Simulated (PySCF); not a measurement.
# CF3: the cost of one run

Program: PySCF 2.14.0. Level of theory: relaxation, b3lyp, def2-tzvpp, and further levels as typed in the inputs. These are calculated values, not measurements.

## 1. Starting point

Bond lengths: C1–F2 1.308 Å, C1–F3 1.308 Å, C1–F4 1.308 Å. Angles: F2–C1–F3 113.1°, F2–C1–F4 113.1°, F3–C1–F4 113.1°.

Structure file:

```xyz
4

C     0.0000    0.0000    0.3500
F     1.2600    0.0000    0.0000
F    -0.6300    1.0912    0.0000
F    -0.6300   -1.0912    0.0000
```

## 2. Relaxation: CF3

File run.py:

```python
from pyscf import gto, dft
from pyscf.geomopt.geometric_solver import optimize
mol = gto.M(atom="mol.xyz", basis="def2-tzvpp", spin=1, verbose=4)
mf = dft.UKS(mol, xc="b3lyp").density_fit().run(conv_tol=1e-9)
m = optimize(mf, maxsteps=60)
print("optimised structure (A):")
for k in range(m.natm): print(m.atom_symbol(k), *(f"{x:.8f}" for x in m.atom_coords(unit="A")[k]))
```

Launch:

```
python run.py
```

**Question.** How long does this run take on 4 threads of AMD EPYC 9R45 (Zen 5), shared host?

About 10 s.
